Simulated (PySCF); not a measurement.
Species: PH3.
Hydrogens: H2, H3, H4 on P1.

Method: PBE0-D3(BJ)/def2-SVP geometry optimisation, gas phase in PySCF; density fitting, grid level 1; the optimiser is geomeTRIC in internal coordinates, started from a GFN2-xTB structure with every atom displaced at random (about 0.01 Å).

Step 0: E = -9330.5998 eV
```
atom  x, y, z in Å  |  force x, y, z in eV/Å
P1      0.0189   -0.0221    0.5746   -0.637   0.886   1.660
H2     -0.5643    1.0041   -0.2078   -0.166   0.276  -0.047
H3      1.1381   -0.0186   -0.1982    1.513   0.009  -0.852
H4     -0.5547   -0.9887   -0.2016   -0.709  -1.171  -0.762
```

**Question.** Estimate the geometry and energy of step 1. (The exact step hangs on the optimiser's Hessian estimate; all steps are aligned on step 0, rigid shifts and turns removed.)

**Answer.** E = -9330.7024 eV, largest force 0.575 eV/Å
```
atom  x, y, z in Å  |  force x, y, z in eV/Å
P1      0.0067   -0.0047    0.5890    0.137  -0.154  -0.537
H2     -0.5855    1.0364   -0.2031    0.052  -0.091   0.091
H3      1.2174   -0.0108   -0.2085   -0.332   0.002   0.238
H4     -0.6006   -1.0463   -0.2105    0.143   0.243   0.208
```

The energy changes by -0.1026 eV. The first-order estimate −F·Δx gives -0.2948 eV and the mean of the old and new forces, exact on a quadratic surface, -0.1140 eV. The step makes an angle of 36° with the force vector and moves no atom by more than 0.080 Å.

What follows is the cost of the whole optimisation. Time: 1.7 s wall; peak memory 0.24 GiB. Hardware: an Intel Xeon Platinum 8375C at 2.90 GHz with one thread, shared host with 128 logical CPUs at a one-minute load of 76.
